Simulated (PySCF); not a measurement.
**Working out the electron affinity of Cl**

Cl⁻ [Ar] (1S) → Cl [Ne] 3s2 3p5 (2P). Calculation: PySCF 2.14, in aug-cc-pV(T+d)Z (6s5p4d2f, 55 functions); the non-relativistic Hamiltonian (point nucleus). Frozen: [Ne]. Energies in hartree (1 hartree = 27.21139 eV):

```tsv
part	Cl⁻ (lower)	Cl (upper)
UHF	-459.573481	-459.486089
CCSD correlation	-0.223365	-0.185363
(T)	-0.009780	-0.006405
```

Question: What does Hartree-Fock give?

Answer: (-459.486089) − (-459.573481) = 0.087392 hartree = 2.378 eV.

Question: What do CCSD and CCSD(T) give?

Answer: The CCSD correlation energies differ by 0.038002 hartree = 1.034 eV and the triples by 0.003375 hartree = 0.092 eV, so CCSD gives 3.412 eV and CCSD(T) 3.504 eV.

A first-order spin-orbit estimate adds -0.034 eV to CCSD(T) (valence), giving 3.470 eV against 3.613 eV (measured; photodetachment measurements, as compiled on the Wikipedia data page of electron affinities).

What remains against the reference includes basis incompleteness, the frozen core and higher excitations.
